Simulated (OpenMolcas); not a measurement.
## An input for C4H10S (2-methyl-2-propanethiol)

C4H10S: 15 atoms, total charge 0, spin state singlet. As SMILES, `CC(C)(C)S`. The coordinates come from a PBE0-D4/def2-TZVP relaxation. This is one conformer, not always the lowest.

```xyz
15

C    -1.2946    0.2718    0.5585
C     0.1176    0.1804   -0.0004
C     1.0652   -0.3945    1.0451
C     0.1428   -0.6696   -1.2619
S     0.7639    1.8612   -0.3593
H    -1.3209    0.8897    1.4573
H    -1.9810    0.7052   -0.1727
H    -1.6622   -0.7280    0.8129
H     1.0699    0.2140    1.9521
H     2.0869   -0.4532    0.6635
H     0.7435   -1.4043    1.3142
H    -0.2012   -1.6847   -1.0367
H     1.1513   -0.7291   -1.6742
H    -0.5149   -0.2556   -2.0299
H    -0.1662    2.1968   -1.2684
```

Settings wanted:

```yaml
method: HF
reference: RHF
relativity: DKH2
basis_set: ANO-RCC-MB
task: energy
localisation: Pipek-Mezey
nucleus: point
```

Question: Give an OpenMolcas 26.06 job that does this.

Answer: This one ran through:

step1.inp:
```
* C4H10S Hartree-Fock

&gateway
 coord
 15
 angstrom
 C       -1.294560       0.271770       0.558460
 C        0.117550       0.180400      -0.000410
 C        1.065180      -0.394480       1.045110
 C        0.142770      -0.669650      -1.261950
 S        0.763880       1.861190      -0.359340
 H       -1.320920       0.889740       1.457310
 H       -1.980960       0.705210      -0.172720
 H       -1.662210      -0.728010       0.812930
 H        1.069950       0.214040       1.952100
 H        2.086870      -0.453240       0.663460
 H        0.743520      -1.404280       1.314200
 H       -0.201170      -1.684750      -1.036700
 H        1.151250      -0.729060      -1.674200
 H       -0.514930      -0.255640      -2.029860
 H       -0.166220       2.196760      -1.268390
 basis=ANO-RCC-MB
 group=NoSym

&seward

&scf
 prorbitals=1 2

&localisation
 occupied
 freeze
 pipek-mezey

&localisation
 fileorb=$Project.LocOrb
 virtual
 pipek-mezey
```

```bash
$ export MOLCAS_MEM=1860
$ pymolcas step1.inp > step1.log
```

Calculated total energy: -555.73478 Eh.
